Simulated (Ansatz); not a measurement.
## Ansatz (development build ahead of 0.2.0) run

```yaml
crystal:
  periodic: [false, false, false]
  atoms:
    - { symbol: C, position_ang: [0.04292, 0.02306, -0.19086] }
    - { symbol: H, position_ang: [-0.03596, 0.89658, 0.53698] }
    - { symbol: H, position_ang: [0.04455, -0.84642, 0.52225] }
basis:
  gaussian: { orbitals: STO-3G }
hamiltonian:
  xc: hf
```

The input is written out in the form of the current development build from the run's settings.

Results

```yaml
Converged: yes
Total_energy: -38.37207 hartree
Spin_squared_of_the_determinant: 0.000
```

Caution: in another basis set an unrestricted determinant lies well below; another spin multiplicity may lie lower.
